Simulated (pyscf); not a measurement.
# Four-centre exchange: `[OH][B]([Cl])[Cl]` + `[ClH]` → `[OH][B]([Cl])[Cl]` + `[ClH]`

Gas phase, singlet surface, charge 0. Bonds broken: B2–Cl3, Cl6–H7. Bonds formed: B2–Cl6, Cl3–H7. Structures and frequencies: ωB97X-D3(BJ)/def2-SVP in PySCF. Correlated levels are frozen-core, on RHF or UHF. ΔMP2 is the change of the MP2 total energy from the triple- to the quadruple-zeta basis.

Transition state (Å):

```xyz
7

O      0.4196     0.5983    -0.1801
B     -0.5458    -0.3329    -0.3290
Cl    -2.2308     0.0994     0.7947
Cl    -1.0216    -0.8557    -1.9427
H      0.6302     0.8373     0.7286
Cl    -0.2358    -1.9842     0.8820
H     -1.5125    -1.1921     1.2543
```

One imaginary mode, 916i cm⁻¹; descent along it reached the two sides named.

| bond | change | reactant side (Å) | saddle | product side |
|---|---|---|---|---|
| B2–Cl3 | breaks | 1.780 | 2.071 | 3.3 |
| Cl6–H7 | breaks | 1.285 | 1.548 | 2.7 |
| B2–Cl6 | forms | 3.3 | 2.071 | 1.780 |
| Cl3–H7 | forms | 2.7 | 1.548 | 1.285 |

Electronic energies relative to the separated reactants (kcal/mol):

```csv
level,barrier,reaction energy,reverse barrier
ωB97X-D3(BJ)/def2-TZVP,27.2,0.0,27.2
PBE/def2-TZVP,21.0,0.0,21.0
r²SCAN/def2-TZVP,22.5,0.0,22.5
B3LYP-D3(BJ)/def2-TZVP,26.4,0.0,26.4
PBE0-D3(BJ)/def2-TZVP,23.0,0.0,23.0
M06-2X/def2-TZVP,26.9,0.0,26.9
ωB97M-D3(BJ)/def2-TZVP,27.9,0.0,27.9
HF/def2-TZVP,48.5,0.0,48.5
MP2/def2-QZVPP,26.1,0.0,26.1
CCSD/def2-TZVPP,34.2,0.0,34.2
CCSD(T)/def2-TZVPP,30.5,0.0,30.5
CCSD(T)/def2-TZVPP + ΔMP2(QZVPP),29.6,0.0,29.6
```

With CCSD(T)/def2-TZVPP + ΔMP2(QZVPP) energies and thermal terms (ideal gas, 1 atm, RRHO with modes under 100 cm⁻¹ raised to 100, one conformer, R ln 2 for rigid chiral ones), in kcal/mol:

```csv
T (K),ΔH‡,ΔG‡,ΔH,ΔG
298,27.6,38.0,0.0,0.0
600,27.9,48.5,0.0,0.0
900,28.5,58.6,0.0,0.0
1200,29.1,68.6,0.0,0.0
```

This is the saddle that the search found; another between the same sides may lie lower. The CCSD(T) − MP2 part came from Ansatz, without density fitting, on the same reference.
